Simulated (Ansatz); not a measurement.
# AlH (singlet): from Hartree-Fock to the top rungs at distance Al1–H2 = 1.819 Å, cc-pVQZ

An exercise on one series of results from a longer session: the logs are not shown, and one member is left open.

Program: Ansatz 0.2.0, Gaussian basis. Level of theory: cc-pVQZ, core rule «outside noble gas», up to 5 orbitals frozen. These are calculated values, not measurements.

Plan: UHF; CCSD(T) on RHF; CCSD(T) on UHF; BCCD(T) on RHF; CCSDT(Q) on RHF; CCSDT(Q) on UHF; CASSCF and NEVPT2, 4 electrons in 5 orbitals; Full CI.

17 further runs of the same task are left out: 10 that didn't finish, 7 set aside as unsound or not needed.

## The system

The geometry derives from a PBE0/def2-TZVP stationary point (not a proven minimum). One bond is set to the value named and the two fragments are kept rigid.

2 atoms, charge 0, spin multiplicity 1.

Atoms are counted from 1 here; the program's logs count them from 0.

Bond lengths: Al1–H2 1.819 Å.

The first run:

Contents of in.yaml:

```yaml
crystal:
  periodic: [false, false, false]
  atoms:
    - {symbol: Al, position_ang: [0.000000, 0.000000, 0.000000]}
    - {symbol: H, position_ang: [0.000000, 0.000000, 1.819000]}
basis:
  gaussian: {orbitals: cc-pVQZ}
magnetization: {spin_polarized: true, initial_magnetization: 0}
hamiltonian: {xc: hf}
output: {orbitals: {seedname: orbitals}}
```

Command:

```sh
$ ansatz run in.yaml --threads 1 --pin off --events-out ev --progress --plain --max-ram 2393MiB
```

Steps of the session up to this table: UHF; CCSD(T) on RHF; CCSD(T) on UHF; BCCD(T) on RHF; CCSDT(Q) on RHF; CCSDT(Q) on UHF; CASSCF and NEVPT2, 4 electrons in 5 orbitals; Full CI.

One table of the session follows, with a row left open; its other results are not shown here.

| method | from FCI (kJ/mol) |
| --- | --- |
| RHF | +229.0 |
| UHF | +228.5 |
| RMP2 | +56.2 |
| RCCSD | +5.7 |
| RCCSD(T) | +1.2 |
| BCCD(T) | +1.2 |
| RCCSDT | +0.2 |
| RCCSDT(Q) | 0.0 |
| CASSCF valence | ? |
| NEVPT2 valence | +35.7 |
| FCI | 0 |

Estimate the missing values for CASSCF valence.

**Answer.** from FCI (kJ/mol): +104.6. In the column «from FCI (kJ/mol)» it lies between RMP2 (+56.2) and UHF (+228.5).

Not comparable, so not listed: CCSD(T) on UHF; CCSDT(Q) on UHF (they don't share determinant, frozen orbitals or solution with the rows shown, or repeat one).
